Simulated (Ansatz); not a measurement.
# AlH4 (quartet): from Hartree-Fock to the top rungs, def2-TZVPP

An exercise on one series of results from a longer session: the logs are not shown, and one member is left open.

The runs use Ansatz 0.2.0, Gaussian basis; def2-TZVPP, core rule «outside noble gas», up to 5 orbitals frozen.

Plan: UHF; ROHF; CCSD(T) on UHF.

2 further runs of the same task are left out: 2 set aside as unsound or not needed.

## The system

The geometry is a PBE0/def2-TZVP stationary point (not a proven minimum) of the parent state, kept for this charge and spin.

5 atoms, charge 0, spin multiplicity 4.

Atoms are counted from 1 here; the program's logs count them from 0.

Bond lengths: Al1–H4 1.595 Å, Al1–H5 1.595 Å, H2–H3 0.766 Å. Angles: H4–Al1–H5 120.0°.

Set-up of the first run:

in.yaml reads:

```yaml
crystal:
  periodic: [false, false, false]
  atoms:
    - {symbol: Al, position_ang: [-0.059867, 0.000147, -0.132768]}
    - {symbol: H, position_ang: [0.448722, 0.001802, 1.985772]}
    - {symbol: H, position_ang: [-0.317066, -0.008906, 1.956389]}
    - {symbol: H, position_ang: [0.733301, 1.383310, -0.188797]}
    - {symbol: H, position_ang: [0.737612, -1.380129, -0.199290]}
basis:
  gaussian: {orbitals: def2-TZVPP}
magnetization: {spin_polarized: true, initial_magnetization: 3}
hamiltonian: {xc: hf}
output: {orbitals: {seedname: orbitals}}
```

Started as:

```
ansatz run in.yaml --threads 1 --pin off --events-out ev --progress --plain --max-ram 2816MiB --backend cpu
```

Steps of the session up to this table: UHF; ROHF; CCSD(T) on UHF.

One of the session's tables, all rows but one given; the rest of the session is left out.

| method | from UCCSD(T) (meV) |
| --- | --- |
| ROHF | +3490.0 |
| UHF | +3423.0 |
| UMP2 | +931.2 |
| UCCSD | ? |
| UCCSD(T) | 0 |

**Question.** Estimate the row for UCCSD.

As computed: from UCCSD(T) (meV): +106.7. In the column «from UCCSD(T) (meV)» it lies between UCCSD(T) (0) and UMP2 (+931.2).

The program flags UCCSD(T) as in doubt (see the logs), so the zero of the table is itself unsure.

Caveats from the session: The report flags that the cluster equations may have other roots. The program flags UCCSD(T) as in doubt, so the zero of the table is itself unsure. Warnings: coupled cluster took another determinant than the lowest.
